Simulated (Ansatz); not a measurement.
Results of r²SCAN+SOC (Ansatz, an electronic-structure program, PAW) for rock-salt HfN.

Numerical settings: plane-wave cutoff 600 eV, 16×16×16 k mesh, Fermi–Dirac smearing 0.1 eV, finite displacements, PAW data made under PBE.

Computed at the level's own relaxed cell.

```
HfN
1.0
    0.00000     2.26161     2.26161
    2.26161     0.00000     2.26161
    2.26161     2.26161     0.00000
Hf N
1 1
Direct
  0.00000   0.00000   0.00000
  0.50000   0.50000   0.50000
```

Harmonic phonon frequencies (cm⁻¹; i marks an imaginary mode):

| q point | frequencies |
|---|---|
| Γ | 0 0 0 492 492 492 |
| X | 146 146 155 462 506 506 |
| L | 117 117 135 488 523 523 |

No imaginary mode appears at these points.
